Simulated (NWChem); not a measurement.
**difluoromethane (CH₂F₂) in NWChem**

```
C
F 1 1.3440
F 1 1.3440 2 109.24
H 1 1.1045 2 108.98 3 -118.98
H 1 1.1045 4 111.63 2 120.43
```
Charge 0, spin multiplicity 1.

The numbers come from NWChem runs, not from measurements. All single points use one geometry, from PBE0/def2-SVP, a minimum by its harmonic frequencies.

The stability of the SCF solutions was not checked.

Worked example. At PBE/def2-TZVP the parent has a total energy of -238.85066 Ha and the doublet with one electron less, at the same geometry, -238.39994 Ha. The vertical ionisation energy is their difference.

ΔE = -238.39994 − (-238.85066) = 0.45072 Ha. Times 27.2114 eV/Ha this is 12.26 eV, or 1183 kJ/mol; λ = 1239.84/12.26 = 101.1 nm. No relaxation of the ion's geometry and no zero-point term enter.
